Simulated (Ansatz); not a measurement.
# BClF radical (SMILES F[B]Cl): one structure at several levels

How do the functionals fare away from a minimum? The structure is a structure displaced at random from a GFN2-xTB minimum.

Computed with Ansatz 0.2.0, Gaussian basis. Level: single points in def2-TZVPP.

Cores are frozen in the correlated methods. Orbitals are unrestricted.

### 1 Where the work starts

SMILES `F[B]Cl`, 3 atoms, charge 0, spin multiplicity 2.

Atoms are counted from 1 here; the program's logs count them from 0.

Bond lengths: F1–B2 1.352 Å, B2–Cl3 1.718 Å. Angles: F1–B2–Cl3 120.4°.

Coordinates:

| atom | x (Å) | y (Å) | z (Å) |
| --- | --- | --- | --- |
| F1 | 0.52200 | 1.06670 | 0.41050 |
| B2 | -0.40280 | 0.27170 | -0.17300 |
| Cl3 | -0.19630 | -1.43360 | -0.18830 |

### 2 CCSD(T)/def2-TZVPP

run/in.yaml

```yaml
crystal:
  periodic: [false, false, false]
  atoms:
    - {symbol: F, position_ang: [0.522000, 1.066700, 0.410500]}
    - {symbol: B, position_ang: [-0.402800, 0.271700, -0.173000]}
    - {symbol: Cl, position_ang: [-0.196300, -1.433600, -0.188300]}
basis:
  gaussian: {orbitals: def2-TZVPP}
magnetization: {spin_polarized: true, initial_magnetization: 1}
correlation: {method: ccsd_t}
scf: {omitted_lower_state_checks: [cluster_reference]}
output: {forces: true}
```

No record of the launch command was kept for these runs.

### 3 PBE0-D4/def2-TZVPP

run/in.yaml: that of step 2 with these lines changed.

```diff
@@ -9,4 +9,3 @@
 magnetization: {spin_polarized: true, initial_magnetization: 1}
-correlation: {method: ccsd_t}
-scf: {omitted_lower_state_checks: [cluster_reference]}
-output: {forces: true}
+hamiltonian: {xc: pbe0, dispersion: d4}
+output: {forces: true, orbitals: {seedname: orbitals}}
```

### 4 wB97M-V/def2-TZVPP

run/in.yaml: that of step 3 with these lines changed.

```diff
@@ -9,3 +9,3 @@
 magnetization: {spin_polarized: true, initial_magnetization: 1}
-hamiltonian: {xc: pbe0, dispersion: d4}
-output: {forces: true, orbitals: {seedname: orbitals}}
+hamiltonian: {xc: {name: wB97M-V}}
+output: {forces: true}
```

### 5 r2SCAN-D4/def2-TZVPP

run/in.yaml: that of step 4 with these lines changed.

```diff
@@ -9,3 +9,3 @@
 magnetization: {spin_polarized: true, initial_magnetization: 1}
-hamiltonian: {xc: {name: wB97M-V}}
+hamiltonian: {xc: r2scan, dispersion: d4}
 output: {forces: true}
```

### 6 PBE-D4/def2-TZVPP

run/in.yaml: that of step 5 with these lines changed.

```diff
@@ -9,3 +9,3 @@
 magnetization: {spin_polarized: true, initial_magnetization: 1}
-hamiltonian: {xc: r2scan, dispersion: d4}
+hamiltonian: {xc: pbe, dispersion: d4}
 output: {forces: true}
```

### 7 HSE06-D4/def2-TZVPP

run/in.yaml: that of step 6 with these lines changed.

```diff
@@ -9,3 +9,3 @@
 magnetization: {spin_polarized: true, initial_magnetization: 1}
-hamiltonian: {xc: pbe, dispersion: d4}
+hamiltonian: {xc: hse06, dispersion: d4}
 output: {forces: true}
```

### 8 SPW92/def2-TZVPP

run/in.yaml: that of step 7 with these lines changed.

```diff
@@ -9,3 +9,3 @@
 magnetization: {spin_polarized: true, initial_magnetization: 1}
-hamiltonian: {xc: hse06, dispersion: d4}
+hamiltonian: {xc: lda}
 output: {forces: true}
```

(Steps that only read results are left out.)

What does the calculation give? Wanted: energy less free atoms, CCSD(T)/def2-TZVPP; RMS force component; RMS force error; HOMO and LUMO, PBE0-D4; T1 diagnostic.

The runs gave:

| quantity | value |
| --- | --- |
| energy less free atoms, CCSD(T)/def2-TZVPP | -1002.7 kJ/mol |
| RMS force component | 0.731 to 0.963 eV/Å over the methods |
| RMS force error | PBE0-D4 0.120, wB97M-V 0.051, r2SCAN-D4 0.034, PBE-D4 0.180, HSE06-D4 0.120, SPW92 0.193 eV/Å |
| HOMO and LUMO, PBE0-D4 | -7.03 and -2.25 eV |
| T1 diagnostic | 0.016 |

In words: Against CCSD(T) the functionals' energies less atoms differ by -242.8 to -42.2 kJ/mol, PBE-D4 by -99.8 kJ/mol. The reference is not at the basis limit: in triple zeta CCSD(T) underbinds, which counts against methods that bind more; the gaps are no ranking. The forces of r2SCAN-D4 come nearest to CCSD(T), those of SPW92 are farthest. Frozen-core CCSD(T) forces in triple zeta carry basis errors of their own, and this is one geometry, so small gaps rank nothing.
